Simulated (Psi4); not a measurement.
**C2HF2 (SMILES F/[C]=C\F), step by step**

We compute a structure relaxation (U-wB97X-D/STO-3G), then the harmonic vibrations, then the vertical excitations (TD-wB97X-D/STO-3G) of C2HF2. 

Program for the calculation: Psi4 1.11.

## 1. The system as given

The species is C2HF2 (5 atoms), meant as a doublet with charge 0. As SMILES, `F/[C]=C\F`. All atoms were displaced at random from a relaxed shape. The run starts from this shape.

Bond lengths: F1–C2 1.232 Å, C2–C3 1.319 Å, C3–F4 1.308 Å, C3–H5 1.163 Å. Angles: F1–C2–C3 123.3°, C2–C3–F4 132.5°, C2–C3–H5 119.3°, F4–C3–H5 107.9°.

## 2. A structure relaxation at U-wB97X-D/STO-3G (density fitting) (run 1)

job.dat reads:

```
memory 1600 mb

molecule {
  0 2
  F     -1.046651     0.456518    -1.461630
  C     -0.164739    -0.248956    -0.968729
  C      0.198107    -0.175778     0.297665
  F     -0.195528     0.584516     1.286297
  H      1.112876    -0.792622     0.664027
  symmetry c1
}

set {
  basis STO-3G
  reference uks
  geom_maxiter 60
}

e, wfn = opt("wb97x-d", return_wfn=True)
```

The run is started by

```sh
psi4 -i job.dat -o job.out -n 1
```

job.out:

```text
[...]
  Running in c1 symmetry.
[...]
  Nuclear repulsion =  107.020358920499291
[...]
  Multiplicity = 2
[...]
  Nalpha       = 16
  Nbeta        = 15
[...]
    Number of basis functions: 21
[...]
   @DF-UKS iter   1:  -272.41777693073857   -1.24440e+00   8.71041e-03 ADIIS/DIIS
[...]
   @DF-UKS iter  10:  -272.47871564453254   -3.97904e-13   3.38538e-09 DIIS
[...]
   @S^2 Observed:                7.717134146E-01
[...]
    Orbital Energies [Eh]
    ---------------------
    Alpha Occupied:
       1A    -24.615785     2A    -24.536412     3A    -10.156202
       4A    -10.139529     5A     -1.277328     6A     -1.214609
       7A     -0.798792     8A     -0.605527     9A     -0.523796
      10A     -0.498493    11A     -0.453361    12A     -0.428338
      13A     -0.379643    14A     -0.318825    15A     -0.252060
      16A     -0.228261
    Alpha Virtual:
      17A      0.208722    18A      0.336265    19A      0.429980
      20A      0.605984    21A      0.765863
[...]
  @DF-UKS Final Energy:  -272.47871564453254
   => Energetics <=
    Nuclear Repulsion Energy =            102.0850849939363911
    One-Electron Energy =                -581.2132746098236566
    Two-Electron Energy =                 229.2795159109795406
    DFT Exchange-Correlation Energy =     -22.6294568049377247
    Empirical Dispersion Energy =          -0.0005851346870454
    VV10 Nonlocal Energy =                  0.0000000000000000
    Total Energy =                       -272.4787156445325422
[...]
 Multipole Moments:
 ------------------------------------------------------------------------------------
     Multipole            Electronic (a.u.)      Nuclear  (a.u.)        Total (a.u.)
 ------------------------------------------------------------------------------------
 L = 1.  Multiply by 2.5417464519 to convert [e a0] to [Debye]
 Dipole X            :         -1.9160286            1.9864218            0.0703932
 Dipole Y            :          1.5058038           -1.5970728           -0.0912690
 Dipole Z            :         -0.7409225            0.6643502           -0.0765722
 Magnitude           :                                                    0.1383783
[...]
  -Total Gradient:
     Atom            X                  Y                   Z
    ------   -----------------  -----------------  -----------------
       1        0.000104759156    -0.000184175572     0.000023636538
       2       -0.000051155316     0.000013791657    -0.000108643936
       3        0.000265177255     0.000143078230    -0.000117205863
       4       -0.000088684804    -0.000029671737     0.000003835000
       5       -0.000238611940     0.000014731030     0.000083796414
[...]
    Final optimized geometry and variables:
    Molecular point group: c1
    Full point group: C1
    Geometry (in Angstrom), charge = 0, multiplicity = 2:
    F           -0.758461333687     0.230642552847    -1.369071326342
    C            0.220702416237    -0.461105994980    -0.764658953270
    C            0.655107799405    -0.426886719061     0.507283722257
    F            0.126596870209     0.387611504351     1.487711558773
    H            1.483088022090    -1.081464770461     0.828048300475
    Psi4 run time: 0:00:34.92
[...]
```

Standard output:

```text
Optimizer: Optimization complete!
```

Run time: 37 s. Hardware: 1 thread of AMD EPYC 7R43 (Zen 3), shared host; peak memory 0.28 GiB.

Steps, from the record of the run:

```csv
step,energy from the first frame kept (eV),largest force (eV/Å)
0,0.0000,9.1886
1,-0.8493,1.2869
2,-0.8676,0.1811
3,-0.8692,0.0937
4,-0.8694,0.0227
5,-0.8694,0.0166
```

After the run. Bond lengths: F1–C2 1.343 Å, C2–C3 1.345 Å, C3–F4 1.380 Å, C3–H5 1.103 Å. Angles: F1–C2–C3 130.4°, C2–C3–F4 124.3°, C2–C3–H5 120.2°, F4–C3–H5 115.5°.

## 3. The harmonic vibrations at U-wB97X-D/STO-3G (density fitting) (run 2)

input.dat reads:

```
memory 1.6 GB

molecule {
  0 2
  F     -2.09546250     0.85223058    -2.90853795
  C     -0.24511071    -0.45498369    -1.76636291
  C      0.57579577    -0.39031915     0.63725911
  F     -0.42294527     1.14885900     2.48999952
  H      2.14045310    -1.62729230     1.24341711
  units au
  symmetry c1
}

set {
  reference uks
  t 400.0
  rotational_symmetry_number 1
}

e_tot, wfn = frequencies("wb97x-d/STO-3G", return_wfn=True)
```

The run is started by

```sh
psi4 -n 1 input.dat output.dat
```

output.dat, cut to the lines that bear on the results:

```text
[...]
  Running in c1 symmetry.
[...]
  Nuclear repulsion =  102.085091496718618
[...]
  Multiplicity = 2
[...]
  Nalpha       = 16
  Nbeta        = 15
[...]
    Number of basis functions: 21
[...]
   @DF-UKS iter   1:  -272.44465514722839   -1.56884e+00   9.34453e-03 DIIS/ADIIS
[...]
   @DF-UKS iter  14:  -272.47871499490248   -4.54747e-13   6.57484e-09 DIIS
[...]
   @S^2 Observed:                7.717067660E-01
[...]
  @DF-UKS Final Energy:  -272.47871499490248
   => Energetics <=
    Nuclear Repulsion Energy =            102.0854584420825546
    One-Electron Energy =                -581.2136100480895493
    Two-Electron Energy =                 229.2795798122397173
    DFT Exchange-Correlation Energy =     -22.6295579749594502
    Empirical Dispersion Energy =          -0.0005852261757628
    VV10 Nonlocal Energy =                  0.0000000000000000
    Total Energy =                       -272.4787149949024752
[...]
 Multipole Moments:
[...]
  -Total Gradient:
     Atom            X                  Y                   Z
    ------   -----------------  -----------------  -----------------
       1        0.000109722009    -0.000165701600     0.000033758226
       2        0.000069424855    -0.000098011298    -0.000072872669
       3        0.000680719931    -0.000163487707     0.000253833214
       4       -0.000228484369     0.000122346682     0.000042704206
       5       -0.000639259582     0.000263179373    -0.000371951451
[...]
  ==> Harmonic Vibrational Analysis <==
[...]
  Freq [cm^-1]                 213.7360            395.2268            742.8944
[...]
  IR activ [km/mol]             0.8513              0.2905              4.8900
[...]
  Freq [cm^-1]                 824.4607           1082.1988           1244.4115
[...]
  IR activ [km/mol]             8.8456             11.5245             36.0167
[...]
  Freq [cm^-1]                1481.3081           1852.8572           3433.0632
[...]
  IR activ [km/mol]            31.6609             15.0090             10.0514
[...]
  Total E_0, Enthalpy at 0 [K]                                                         -272.45304033 [Eh]
[...]
  Total H, Enthalpy at  400.00 [K]                                                     -272.44589201 [Eh]
[...]
  Total G, Gibbs energy at  400.00 [K]                                                 -272.49133158 [Eh]
[...]
```

Standard output:

```text
Warning: used thermodynamics relations inappropriate for low-frequency modes: ['213.7360' '395.2268']
```

Wall time 2.5 min (1 thread of AMD EPYC 7R43 (Zen 3), shared host); peak memory 0.27 GiB.

## 4. The excited states at TD-wB97X-D/STO-3G (density fitting, save jk yes) (run 3)

calc.in reads:

```
memory 1.6 GB

molecule m {
  0 2
  F     -1.108871     0.450981    -1.539132
  C     -0.129707    -0.240767    -0.934719
  C      0.304698    -0.206548     0.337223
  F     -0.223813     0.607950     1.317651
  H      1.132679    -0.861126     0.657988
}

set basis STO-3G
set reference uks
set save_jk true

from psi4.driver.procrouting.response.scf_response import tdscf_excitations
e, wfn = energy('wb97x-d', return_wfn=True)
states = tdscf_excitations(wfn, states=6, tda=False)
```

The run is started by

```sh
psi4 -i calc.in -o calc.out -n 1
```

calc.out, cut to the lines that bear on the results:

```text
[...]
  Running in c1 symmetry.
[...]
  Nuclear repulsion =  102.085091479949298
[...]
  Multiplicity = 2
[...]
  Nalpha       = 16
  Nbeta        = 15
[...]
    Number of basis functions: 21
[...]
   @DF-UKS iter   1:  -272.44465515506624   -1.56884e+00   9.34453e-03 ADIIS/DIIS
[...]
   @DF-UKS iter  11:  -272.47871564803631   -4.84005e-09   4.48209e-07 DIIS
[...]
   @S^2 Observed:                7.717126905E-01
[...]
  @DF-UKS Final Energy:  -272.47871564803631
   => Energetics <=
    Nuclear Repulsion Energy =            102.0850914799492983
    One-Electron Energy =                -581.2132958478333649
    Two-Electron Energy =                 229.2795307814610339
    DFT Exchange-Correlation Energy =     -22.6294569270664105
    Empirical Dispersion Energy =          -0.0005851345468849
    VV10 Nonlocal Energy =                  0.0000000000000000
    Total Energy =                       -272.4787156480363137
[...]
 Multipole Moments:
 ------------------------------------------------------------------------------------
     Multipole            Electronic (a.u.)      Nuclear  (a.u.)        Total (a.u.)
 ------------------------------------------------------------------------------------
 L = 1.  Multiply by 2.5417464519 to convert [e a0] to [Debye]
 Dipole X            :         -1.9160293            1.9864226            0.0703932
 Dipole Y            :          1.5058032           -1.5970724           -0.0912692
 Dipole Z            :         -0.7409231            0.6643506           -0.0765725
 Magnitude           :                                                    0.1383785
[...]
**********                               WARNING                                **********
**********       The names of excited state variables changed between 1.5       **********
[...]
**********                               WARNING                                **********
**********  Length-gauge rotatory strengths are **NOT** gauge-origin invariant  **********
[...]
                                    Excitation Energy         Total Energy        Oscillator Strength             Rotatory Strength
[...]
Excited State    1 (1 A):   0.07530 au   605.12 nm f = 0.0001
[...]
Excited State    3 (1 A):   0.19942 au   228.48 nm f = 0.0052
[...]
Excited State    4 (1 A):   0.22705 au   200.67 nm f = 0.0049
[...]
Excited State    5 (1 A):   0.24678 au   184.63 nm f = 0.0016
[...]
Excited State    6 (1 A):   0.25303 au   180.07 nm f = 0.0186
[...]
```

It took 25 s on 1 thread of AMD EPYC 7R43 (Zen 3), shared host; peak memory 0.25 GiB.

The roots found:

```csv
excited state,energy (eV),strength,label
1,2.049,0.0001,A 1
2,4.136,0.0004,A 1
3,5.426,0.0053,A 1
4,6.178,0.0049,A 1
5,6.715,0.0016,A 1
6,6.885,0.0186,A 1
```

## 5. Results

| quantity | value |
| --- | --- |
| run 1, U-wB97X-D/STO-3G: total energy at the end | -272.47872 Eh |
| run 1, U-wB97X-D/STO-3G: dipole moment | 0.35 D |
| run 1, U-wB97X-D/STO-3G: HOMO energy (highest over α and β) | -5.95 eV |
| run 1, U-wB97X-D/STO-3G: LUMO energy (lowest over α and β) | 2.32 eV |
| run 1, U-wB97X-D/STO-3G: dispersion energy | -1.54 kJ/mol |
| run 1, U-wB97X-D/STO-3G: ⟨S²⟩ | 0.772 |
| run 2, U-wB97X-D/STO-3G: lowest harmonic wavenumber | 214 cm⁻¹ |
| run 2, U-wB97X-D/STO-3G: highest harmonic wavenumber | 3433 cm⁻¹ |
| run 2, U-wB97X-D/STO-3G: zero-point energy | 67.4 kJ/mol |
| run 2, U-wB97X-D/STO-3G: ideal-gas entropy at 400 K (symmetry number 1 as used) | 71.3 cal/(mol K) |
| run 3, TD-wB97X-D/STO-3G: ground-state or mean-field energy | -272.47872 Eh |
| run 3, TD-wB97X-D/STO-3G: dipole moment (wB97X-D Kohn–Sham density) | 0.35 D |
| run 3, TD-wB97X-D/STO-3G: HOMO energy (wB97X-D Kohn–Sham orbitals) (highest over α and β) | -5.95 eV |
| run 3, TD-wB97X-D/STO-3G: LUMO energy (wB97X-D Kohn–Sham orbitals) (lowest over α and β) | 2.32 eV |
| run 3, TD-wB97X-D/STO-3G: dispersion energy | -1.54 kJ/mol |
| run 3, TD-wB97X-D/STO-3G: ⟨S²⟩ of the reference determinant | 0.772 |
| run 3, TD-wB97X-D/STO-3G: lowest excitation energy | 2.05 eV |

**Reading.** The optimisation (run 1, U-wB97X-D/STO-3G) took 6 steps and changed the energy by -0.869 eV. All 9 modes (run 2, U-wB97X-D/STO-3G) are real, so the shape is a minimum at this level. The brightest of the 6 transitions from the ground state lies at 6.89 eV (180 nm, f = 0.019); the lowest, at 2.05 eV, has f = 0.000. Excitation energies in a minimal basis are rough. Roots above 6.0 eV lie over the negative of the HOMO energy, where those of Rydberg kind are poorly described; valence roots are less touched.
